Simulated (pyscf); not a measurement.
H₃Si–SH + H₂S → HS–SiH₂–SH + H₂ (four-centre exchange; singlet surface; H–Si, H–S broken, S–Si, H–H formed). Optimised with ωB97X-D3(BJ)/def2-SVP in PySCF. Energies in kJ/mol from the separated reactants.

```
level                   barrier  reaction energy
----------------------  -------  ---------------
PBE/def2-TZVP             143.9            -45.4
r²SCAN/def2-TZVP              …                …
B3LYP-D3(BJ)/def2-TZVP        …            -44.9
M06-2X/def2-TZVP          185.1            -49.4
ωB97M-D3(BJ)/def2-TZVP    186.0            -41.9
HF/def2-TZVP              285.4            -19.4
```

Some entries are withheld; supply them.


- r²SCAN/def2-TZVP, barrier: 155.9
- r²SCAN/def2-TZVP, reaction energy: -49.6
- B3LYP-D3(BJ)/def2-TZVP, barrier: 175.9

The functionals in the table span 42.2 kJ/mol in this barrier, from PBE to ωB97M-D3(BJ)/def2-TZVP. This is the saddle that the search found; another between the same sides may lie lower.
